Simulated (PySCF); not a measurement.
Simulated C 1s region for `[H]/N=C\C#N` (C-cyanomethanimine), binding energy against the vacuum level.

Every computed line was given a Gaussian of 0.8 eV full width at half maximum and an area set by the number of equivalent atoms; the highest printed point is 100. The calculation used delta-SCF UKS SCAN, pcX-2 on the ionised atom, pcseg-1 elsewhere, spin-free X2C in PySCF 2.14.0.

binding energy (eV), intensity and a bar:
```
    292.0          0 
    292.1          1 
    292.2          2 #
    292.3          4 #
    292.4          9 ###
    292.5         16 #####
    292.6         27 ########
    292.7         41 ############
    292.8         58 #################
    292.9         75 #######################
    293.0         90 ###########################
    293.1         98 #############################
    293.2        100 ##############################
    293.3         95 ############################
    293.4         86 ##########################
    293.5         77 #######################
    293.6         72 ######################
    293.7         74 ######################
    293.8         80 ########################
    293.9         90 ###########################
    294.0         97 #############################
    294.1        100 ##############################
    294.2         96 #############################
    294.3         84 #########################
    294.4         68 ####################
    294.5         51 ###############
    294.6         35 ##########
    294.7         22 ######
    294.8         12 ####
    294.9          7 ##
    295.0          3 #
    295.1          1 
    295.2          1 
    295.3          0
```

**Question.** How many maxima does the curve show, and how many computed lines lie under it?

**Answer.** The curve has 2 maxima (at 293.2 and 294.1 eV). Under it lie 2 lines from 2 inequivalent carbon sites.

**Question.** Decompose the envelope and assign each component. Numbering: `[H]/[N:2]=[CH:3]\[C:4]#[N:5]`.

**Answer.** 
```json
{"position (eV)": "293.15", "relative area": "1", "line": "C 1s", "atoms": "C4", "environment": "nitrile carbon"}
{"position (eV)": "294.11", "relative area": "1", "line": "C 1s", "atoms": "C3", "environment": "imine carbon"}
```

**Question.** Above which line width would these two lines show one maximum?

**Answer.** Two equal Gaussians merge once their distance is under 2σ = FWHM/1.177. With 0.96 eV between them that is a full width over 1.13 eV.

The listed C 1s values span 0.96 eV, from C4 (bonded to N (triple bond) and C) to C3 (bonded to N (double bond), C and H). Summing the Pauling electronegativity differences to the bonded atoms, each weighted by its formal bond order, gives +1.47 for the lowest site and +0.63 for the highest; the largest sum, +1.47, belongs to C4, 0.96 eV below the top. The smallest sum, +0.63, belongs to C3, 0.96 eV above the lowest.

No satellites, vibrations or lifetime broadening are included. The unrestricted hole states depart most from a pure doublet (⟨S²⟩ = 0.75; over 0.85 named) for C 1s of C3 (0.88) and C 1s of C4 (0.86), which makes these values less certain. Isolated species at its PBE0-D3(BJ)/def2-SVP geometry, gas phase.
